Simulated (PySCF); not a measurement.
**Match the barriers**

Saddle point of C2H8Si, singlet (C₂H₈Si (C[SiH2]C) → CH₄Si ([CH3][SiH]) + CH₄; bonds formed: C2–H3; bonds broken: Si1–C2, Si1–H3), PBE0-D4/def2-TZVP structure:

Si1  (-1.154, 0.207, -0.242)
C2  (0.426, -1.380, -0.210)
H3  (-0.600, -0.864, -1.169)
H4  (-1.691, -0.419, 1.001)
C5  (0.057, 1.586, 0.194)
H6  (-0.003, -2.359, -0.010)
H7  (1.133, -1.424, -1.039)
H8  (0.926, -0.985, 0.673)
H9  (0.768, 1.724, -0.626)
H10  (-0.480, 2.530, 0.316)
H11  (0.617, 1.386, 1.111)
(Å)

Program: PySCF 2.14 with density fitting (its default auxiliary sets; JK sets also for MP2 and CCSD(T)). Basis: def2-TZVPP, with def2-QZVPP for the basis limit. Cores are frozen in the correlated methods. Extrapolation: Hartree–Fock as exp(−7.88 √X), correlation as X^−2.97. Four methods, as single points on the PBE0-D4 structures, gave these electronic barriers from the start structure: 2.789, 3.158, 3.272, 4.029 eV.

(1) The methods were, in alphabetical order, CCSD(T), HF, PBE0-D4, SPW92. Which gave which? (A judgement: the text doesn't fix the answer.)

T1 diagnostic: at most 0.014. The restricted Hartree–Fock reference is unstable towards an unrestricted one at one or more of these structures.

Results:

(1) Computed: SPW92 2.789; PBE0-D4 3.158; CCSD(T) 3.272; HF 4.029 eV. For comparison, CCSD(T) at an estimated basis limit (MP2 extrapolated from triple and quadruple zeta, plus CCSD(T) − MP2 in triple zeta) gives 3.259 eV.

Losses and insertions of silylenes and their heavier kin drive the gas-phase chemistry of silicon and germanium vapour deposition.

Labels in which every atom is bracketed show which atoms are joined, not bond orders.

For scale, one of the runs: CCSD(T)/def2-TZVPP, 216 basis functions, launched by `OMP_NUM_THREADS=4 python run.py`. Hardware: 4 CPU threads of an Intel Xeon, shared host. Wall time 11 min; peak host memory 2.9 GiB.
